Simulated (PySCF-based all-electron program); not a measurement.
Results of a calculation; reference values are marked as such.
Forces on MgH3N, singlet in several shapes

Method: all-electron DFT (in-house code on PySCF), basis-limit composite values; Koelling–Harmon scalar relativity, no spin–orbit coupling, spin-restricted. Forces are good to about 0.019 eV/Å. Atoms are numbered as listed.

Shape A:

```xyz
5

Mg    0.0000    0.0000    0.0000
N     0.0000    0.0000    1.9000
H     0.0000    0.0000   -1.7060
H     0.8183    0.0000    2.5055
H    -0.8183    0.0000    2.5055
```

PBE forces:

| atom | Fx | Fy | Fz (eV/Å) |
| --- | --- | --- | --- |
| Mg1 | 0.000 | 0.000 | -0.001 |
| N2 | 0.000 | 0.000 | -0.008 |
| H3 | 0.000 | 0.000 | 0.009 |
| H4 | -0.050 | 0.000 | 0.000 |
| H5 | 0.050 | 0.000 | 0.000 |

(1) What forces does HSE06 give in shape A?

Shape B:

| atom | x (Å) | y (Å) | z (Å) |
| --- | --- | --- | --- |
| Mg | 0.0000 | 0.0000 | 0.0000 |
| N | 0.0000 | 0.0000 | 2.0900 |
| H | 0.0000 | 0.0000 | -1.7060 |
| H | 0.8183 | 0.0000 | 2.6955 |
| H | -0.8183 | 0.0000 | 2.6955 |

Against shape A, Mg1–N2 goes from 1.900 to 2.090 Å.

(2) What forces does PBE give in shape B?

(3) What forces does HSE06 give in shape B?

Shape C:

| atom | x (Å) | y (Å) | z (Å) |
| --- | --- | --- | --- |
| Mg | 0.0000 | 0.0000 | 0.0000 |
| N | 0.0000 | 0.0000 | 1.7100 |
| H | 0.0000 | 0.0000 | -1.7060 |
| H | 0.8183 | 0.0000 | 2.3155 |
| H | -0.8183 | 0.0000 | 2.3155 |

Against shape A, Mg1–N2 goes from 1.900 to 1.710 Å.

(4) What forces does PBE give in shape C?

(5) What forces does HSE06 give in shape C?

## Answers

(1) The forces move by 0.266 eV/Å (r.m.s. over the atoms) from PBE.

```tsv
atom	Fx	Fy	Fz (eV/Å)
Mg1	0.000	0.000	0.151
N2	0.000	0.000	0.194
H3	0.000	0.000	0.086
H4	-0.358	0.000	-0.215
H5	0.358	0.000	-0.215
```

(2) 

```csv
atom,Fx,Fy,Fz (eV/Å)
Mg1,0.000,0.000,1.968
N2,0.000,0.000,-1.806
H3,0.000,0.000,0.072
H4,0.017,0.000,-0.117
H5,-0.017,0.000,-0.117
```

(3) The forces move by 0.263 eV/Å (r.m.s. over the atoms) from PBE.

```
atom      Fx     Fy  Fz (eV/Å)
 Mg1   0.000  0.000      2.121
  N2   0.000  0.000     -1.617
  H3   0.000  0.000      0.155
  H4  -0.291  0.000     -0.330
  H5   0.291  0.000     -0.330
```

(4) 

| atom | Fx | Fy | Fz (eV/Å) |
| --- | --- | --- | --- |
| Mg1 | 0.000 | 0.000 | -4.661 |
| N2 | 0.000 | 0.000 | 4.397 |
| H3 | 0.000 | 0.000 | -0.070 |
| H4 | -0.123 | 0.000 | 0.167 |
| H5 | 0.123 | 0.000 | 0.167 |

(5) The forces move by 0.269 eV/Å (r.m.s. over the atoms) from PBE.

```
atom      Fx     Fy  Fz (eV/Å)
 Mg1   0.000  0.000     -4.534
  N2   0.000  0.000      4.633
  H3   0.000  0.000      0.001
  H4  -0.432  0.000     -0.050
  H5   0.432  0.000     -0.050
```
